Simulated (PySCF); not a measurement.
Molecule: `FC1CCCC1`, C$_{5}$H$_{9}$F.

Geometry:
| atom | x (Å) | y (Å) | z (Å) |
| --- | --- | --- | --- |
| F1 | -1.041 | -0.065 | 1.784 |
| C2 | -1.187 | 0.061 | 0.411 |
| C3 | -0.348 | 1.232 | -0.065 |
| C4 | 1.092 | 0.695 | -0.044 |
| C5 | 0.968 | -0.844 | -0.163 |
| C6 | -0.538 | -1.134 | -0.259 |
| H7 | -2.264 | 0.166 | 0.201 |
| H8 | -0.500 | 2.121 | 0.564 |
| H9 | -0.661 | 1.493 | -1.089 |
| H10 | 1.583 | 0.966 | 0.902 |
| H11 | 1.700 | 1.131 | -0.851 |
| H12 | 1.516 | -1.245 | -1.028 |
| H13 | 1.389 | -1.329 | 0.730 |
| H14 | -0.840 | -2.078 | 0.217 |
| H15 | -0.870 | -1.170 | -1.309 |

Geometry PBE0-D3(BJ)/def2-SVP throughout; GIAO in PySCF, gas phase, one conformer, non-relativistic; equivalent atoms averaged; functional PBE0.

Question: How do the shifts δ (against CFCl3, TMS at the same level) depend on the basis set? (ppm; last column core-seconds on shared hosts with different chips, so compare them loosely)

Answer: 
```csv
basis set,functions,F1,C2,C3/C6,C4/C5,H7,H10/H13,H8/H14,H11/H12,H9/H15,core-s
STO-3G,39,-125.1,69.3,32.0,30.9,2.14,1.38,1.26,1.20,1.10,3.6
6-31G,72,-208.9,92.3,35.5,24.0,4.83,2.13,2.06,1.62,1.47,6.9
pcSseg-0,72,-217.1,99.5,37.5,23.7,4.74,1.93,1.90,1.51,1.36,4.1
6-31G*,102,-192.1,90.5,33.7,22.7,4.93,1.93,1.96,1.63,1.31,10
def2-SVP,129,-180.3,91.9,33.3,21.3,4.64,1.68,1.76,1.44,1.12,13
cc-pVDZ,129,-188.1,93.2,35.6,23.5,4.77,1.77,1.86,1.58,1.21,8.3
pcSseg-1,147,-203.1,96.3,35.5,23.1,4.84,1.89,1.96,1.62,1.21,22
"6-311+G(2d,p)",216,-205.6,95.7,35.2,22.7,4.98,1.85,1.96,1.68,1.38,28
aug-cc-pVDZ,219,-193.7,92.7,34.9,22.3,5.04,1.89,2.02,1.75,1.46,19
def2-TZVP,240,-202.1,97.8,35.9,23.4,4.96,1.85,1.94,1.68,1.41,33
IGLO-III,300,-205.5,99.4,36.7,23.7,4.98,1.90,1.96,1.71,1.43,32
cc-pVTZ,306,-198.2,96.4,35.6,23.4,4.96,1.88,1.94,1.71,1.40,32
```

Question: Which nucleus moves most, in ppm?

Answer: F1 (fluorine on an sp3 carbon): from -217.1 ppm with pcSseg-0 to -125.1 ppm with STO-3G. The smallest spread is 0.38 ppm, at H9/H15. Proton shifts span only some 12 ppm, so a few tenths of a ppm matter as much there as several ppm in carbon.

Question: Taking the largest basis, cc-pVTZ (306 functions), as the yardstick, rank the others by their worst heavy-atom deviation.

Answer: def2-TZVP 3.9 ppm (240 functions), aug-cc-pVDZ 4.5 ppm (219 functions), pcSseg-1 4.9 ppm (147 functions), 6-31G* 6.1 ppm (102 functions), IGLO-III 7.3 ppm (300 functions), 6-311+G(2d,p) 7.4 ppm (216 functions), cc-pVDZ 10.1 ppm (129 functions), 6-31G 10.7 ppm (72 functions), def2-SVP 17.9 ppm (129 functions), pcSseg-0 18.9 ppm (72 functions), STO-3G 73.1 ppm (39 functions).

A small basis that lands close on one nucleus may do so by chance; judge by the trend and by all nuclei.
